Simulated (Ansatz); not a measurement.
A nudged elastic band was laid between two geometries of BFH$_{4}$O (7 atoms, charge 0, multiplicity 1).

Computed with RKS B3LYP/cc-pVDZ in Ansatz.

```
movable images  : 5
climbing image  : yes
spring          : 5.0 eV/Å²
optimiser       : quadratic models (default)
start path      : through a guess of the saddle point
force threshold : 0.03 eV/Å
iteration limit : 60
end points      : relaxed
```

First end point:

```xyz
7
Properties=species:S:1:pos:R:3
B -0.005 0.011 0.052
F -0.376 0.493 1.300
H 1.158 0.186 -0.249
H -0.871 0.046 -0.799
O 0.027 -1.737 0.357
H -0.871 -1.988 0.635
H 0.580 -1.865 1.149
```

Last end point:

```xyz
7
Properties=species:S:1:pos:R:3
B -0.146 -0.312 -0.602
F 0.858 -0.584 2.632
H 0.578 0.598 -0.305
H -0.647 -0.450 -1.690
O -0.392 -1.227 0.380
H -0.977 -1.953 0.121
H 0.368 -0.926 1.909
```

Q: Which bonds break or form, and what moves?

A: Bonds broken: B1–F2, O5–H7. Bonds formed: F2–H7. BFH4O becomes BH3O + FH.

Q: Give the energies along the band, and the barrier.

A: The forces met the threshold. The highest image is number 2 of 0 to 6, 0.81 eV above the first end and 0.55 eV above the last; the last end lies 0.26 eV above the first. A vibrational analysis at the climbing image gives one clearly imaginary mode, 911i cm⁻¹: a first-order saddle point. The orbitals stay closed-shell, which can raise the energy where a bond breaks towards radicals; this wasn't checked here.

```
image  path coordinate (Å)  energy (eV)  B1–F2 (Å)  O5–H7 (Å)  F2–H7 (Å)
    0                 0.00         0.00       1.39       0.97       2.55
    1                 0.83         0.02       1.40       0.98       2.12
    2                 1.66         0.81       1.69       1.28       1.12
    3                 2.39         0.36       2.42       1.85       0.94
    4                 3.11         0.32       2.96       1.83       0.94
    5                 3.84         0.29       3.26       1.75       0.94
    6                 4.56         0.26       3.40       1.73       0.94
```

Q: What is the geometry of the highest image?

A: 
```xyz
7
Properties=species:S:1:pos:R:3
B 0.067 -0.268 -0.087
F -0.052 0.108 1.557
H 1.132 0.154 -0.445
H -0.973 0.046 -0.606
O 0.137 -1.711 0.376
H -0.696 -2.176 0.207
H 0.028 -1.007 1.442
```

Q: What are the harmonic wavenumbers there?

A: 911i, 532, 611, 749, 800, 831, 927, 1106, 1195, 1248, 1267, 1958, 2589, 2694, 3788 cm⁻¹.

Time of the run: 40 s on 1 thread of AMD EPYC 9R45 96-Core Processor (Zen 5), with other jobs on the host, peak memory 0.13 GiB.
